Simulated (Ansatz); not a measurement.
Consider the hydrogenolysis of a Mg–F bond: `[OH][Mg][F]` + H₂ → `[OH][MgH]` + H–F.

Computed with Ansatz on PBE0-D4/def2-TZVP structures; ΔE is electronic, products minus reactants. CCSD(T)/CBS is the MP2 limit (def2-TZVPP, def2-QZVPP) plus CCSD(T) − MP2 in def2-TZVPP, frozen cores. This one scheme is used for every species. For Mg outer-core shells are correlated without core-valence functions, which leaves a few kJ/mol of doubt a bond. Each species was taken in one conformer, which may not be the lowest.

```csv
species,SCS-MP2/def2-QZVPP energy (Eh)
`[OH][Mg][F]`,-375.47401
H₂,-1.17321
`[OH][MgH]`,-276.22233
H–F,-100.36288
```

Q: Work out ΔE.

A: ΔE = (-276.22233) + (-100.36288) − (-375.47401) − (-1.17321) = 0.06201 Eh = +162.8 kJ/mol. CCSD(T)/CBS gives +155.2 kJ/mol.

Largest T1 diagnostic among the species: 0.011.

From r2SCAN to r2SCAN0 (25 % exact exchange), in def2-TZVPP and without D4, ΔE moves by −6.1 kJ/mol. At CCSD(T), def2-SVP lies +12.5 kJ/mol from the extrapolated value and def2-TZVPP −5.7 kJ/mol. In def2-TZVPP, CCSD(T) changes the Hartree–Fock value by +6.6 kJ/mol (the triples alone add +1.4 kJ/mol) and MP2 by +17.4 kJ/mol.
